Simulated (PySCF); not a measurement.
**Competing steps**

Reactants: SiH₃Cl ([SiH3][Cl]) + HF (brackets give SMILES or just the links). Saddle points were found for several chosen steps; others may exist. Gas-phase electronic energies, without zero-point energy, by CCSD(T) at an estimated basis limit (MP2 extrapolated from triple and quadruple zeta, plus CCSD(T) − MP2 in triple zeta); PySCF 2.14 with density fitting (its default auxiliary sets; JK sets also for MP2 and CCSD(T)), def2-TZVPP and QZVPP, frozen cores, on PBE0-D4/def2-TZVP structures. Extrapolation: Hartree–Fock as exp(−7.88 √X), correlation as X^−2.97. No counterpoise correction.

Rank the steps by the energy of their saddle points, lowest first, and give each saddle's height above the lowest. (Judge from chemistry; the value comes from the calculation.)
A. four-centre ligand exchange, to SiH₃F ([F][SiH3]) + HCl (breaks or loosens Cl–Si, F–H; forms Cl–H, F–Si)
B. four-centre ligand exchange, to SiH₂ClF ([F][SiH2][Cl]) + H₂ (breaks or loosens F–H, H–Si; forms F–Si, H–H)

By the calculation: A (0.000 eV), B (0.290 eV). Heights count from the lowest.

The lowest of these saddles lies at 1.210 eV relative to the separated reactants.

Does the lowest of these saddles lead to the lowest end structure (the products still in contact)? (Judge from chemistry; the calculation decides.)

Computed: No: the step over a higher saddle ends lower. Relative to the separated reactants, the ends lie at -0.453 (SiH₃F ([F][SiH3]) + HCl); -1.247 (SiH₂ClF ([F][SiH2][Cl]) + H₂) eV.

The T1 diagnostic stays at or below 0.012.

For scale, one of the runs: CCSD(T)/def2-TZVPP, 171 basis functions, launched by `OMP_NUM_THREADS=4 python run.py`. The run took 3.1 min on 4 CPU threads of an Arm Neoverse V1 (shared host), with 1.5 GiB of host memory at its peak.
